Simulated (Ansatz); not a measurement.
Cartesian coordinates (Å):
```xyz
13

C      1.2386    -0.0911    -0.7999
C      1.1635    -0.6775     0.6077
C      0.0000     0.0000     0.0000
C     -0.9649     1.0498     0.3859
C     -1.4372    -0.2812    -0.1938
H      1.2673    -0.7842    -1.6316
H      1.8311     0.8047    -0.9397
H      1.1429    -1.7563     0.7018
H      1.7067    -0.1674     1.3938
H     -1.0507     1.9291    -0.2407
H     -1.1403     1.2291     1.4396
H     -1.8337    -0.2775    -1.2017
H     -1.9232    -0.9775     0.4786
```
Charge 0, multiplicity 1.

Level of theory: frozen-core CCSD(T)/cc-pVTZ // B3LYP-D3(BJ)/def2-TZVP run with Ansatz (a quantum-chemistry and plane-wave program).

```
Item                            Value
----------------------  -------------
HF energy               -193.98329 Ha
MP2 correlation energy    -0.83890 Ha
```

Estimate the CCSD correlation energy, the (T) correction, the total energy and the T1 diagnostic.


```yaml
CCSD correlation energy: -0.87790 Ha
"(T) correction": -0.03848 Ha
CCSD(T) total energy: -194.89967 Ha
T1 diagnostic: 0.008
```
